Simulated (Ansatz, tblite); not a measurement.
**The cluster Si₂Te: one state, many levels**

The task here is to estimate one member of a computed series from the others.

Program: Ansatz 0.2.0, Gaussian basis. Level of theory: as each input shows. These are calculated values, not measurements.

Levels to be run: GFN1-xTB, GFN2-xTB, PBE-D4/def2-TZVP, r2SCAN-D4/def2-TZVP, B3LYP-D4/def2-TZVP, LDA/def2-TZVP, revPBE-D4/def2-TZVP, HSE06-D4/def2-TZVP, ωB97X-V/def2-TZVP, PBE-D4/def2-SVP, PBE0-D4/def2-SVP, PBE0-D4/def2-TZVPD, PBE-D4/def2-TZVPD, r2SCAN-D4/def2-TZVPD, CCSD(T)/def2-TZVPP, MP2/def2-TZVP, RPA/def2-TZVP, CCSD(T)/def2-TZVPD.

3 further runs of the same task are left out: 3 set aside as unsound or not needed.

**The relaxed structure**

The geometry is that of the singlet, from an earlier relaxation (r2SCAN-D4/def2-TZVP). At that level it is the lowest of the isomers that a small search found.

3 atoms, charge 0, spin multiplicity 1.

Bond lengths: Si1–Si2 2.404 Å, Si1–Te3 2.483 Å, Si2–Te3 2.483 Å. Angles: Si2–Si1–Te3 61.0°, Si1–Si2–Te3 61.0°, Si1–Te3–Si2 57.9°.

Coordinates:

```
Si    1.2506   -0.6371    0.0065
Si   -0.0498    1.3508    0.3777
Te   -1.2007   -0.7137   -0.3842
```

Te takes a core potential in the def2 sets. No spin-orbit coupling is included.

PBE0-D4/def2-TZVP was run before; its log isn't repeated, and its numbers join the tables.

Set-up of the first run:

Tight binding, by tblite at 300 K electronic temperature and without a spin-polarisation term:

```python
tblite.interface.Calculator('GFN1-xTB', numbers, positions, charge=0, uhf=0).singlepoint()
```

Tight binding, by tblite at 300 K electronic temperature and without a spin-polarisation term:

```python
tblite.interface.Calculator('GFN2-xTB', numbers, positions, charge=0, uhf=0).singlepoint()
```

start.molden holds the orbitals of an earlier run on this state, given as this run's starting guess.

in.yaml

```yaml
crystal:
  periodic: [false, false, false]
  atoms:
    - {symbol: Si, position_ang: [1.250567, -0.637123, 0.006536]}
    - {symbol: Si, position_ang: [-0.049843, 1.350832, 0.377670]}
    - {symbol: Te, position_ang: [-1.200724, -0.713709, -0.384206]}
basis:
  gaussian: {orbitals: def2-TZVP, initial_orbitals: start.molden}
hamiltonian: {xc: pbe, dispersion: d4}
scf: {omitted_lower_state_checks: [starts]}
output: {orbitals: {seedname: orbitals}}
```

Command:

```bash
$ ansatz run in.yaml --threads 2 --pin off --events-out ev --progress --plain --max-ram 32768MiB --backend cpu
```

Among the steps run: PBE-D4/def2-TZVP; r2SCAN-D4/def2-TZVP; B3LYP-D4/def2-TZVP; LDA/def2-TZVP; revPBE-D4/def2-TZVP; HSE06-D4/def2-TZVP; ωB97X-V/def2-TZVP; PBE-D4/def2-SVP; PBE0-D4/def2-SVP; PBE0-D4/def2-TZVPD; PBE-D4/def2-TZVPD; r2SCAN-D4/def2-TZVPD; CCSD(T)/def2-TZVPP; MP2/def2-TZVP; RPA/def2-TZVP; CCSD(T)/def2-TZVPD.

One of the session's tables, all rows but one given; the rest of the session is left out.

It belongs to the step «Levels side by side». 

```
               level  HOMO (eV)  LUMO (eV)  gap (eV)
       LDA/def2-TZVP      -5.14      -4.22      0.92
     PBE-D4/def2-SVP      -5.08      -4.08      1.00
    PBE-D4/def2-TZVP      -5.04      -4.05      0.99
   PBE-D4/def2-TZVPD      -5.07      -4.08      1.00
 revPBE-D4/def2-TZVP          ?          ?         ?
 r2SCAN-D4/def2-TZVP      -5.24      -4.06      1.17
r2SCAN-D4/def2-TZVPD      -5.25      -4.07      1.18
  B3LYP-D4/def2-TZVP      -5.74      -3.44      2.31
    PBE0-D4/def2-SVP      -6.05      -3.41      2.63
   PBE0-D4/def2-TZVP      -5.97      -3.35      2.62
  PBE0-D4/def2-TZVPD      -6.00      -3.37      2.62
  HSE06-D4/def2-TZVP      -5.59      -3.73      1.87
   ωB97X-V/def2-TZVP      -8.05      -1.40      6.65
```

Estimate the missing values for revPBE-D4/def2-TZVP.

**Answer.** HOMO (eV): -5.00; LUMO (eV): -3.99; gap (eV): 1.01. In the column «HOMO (eV)» it is the highest.
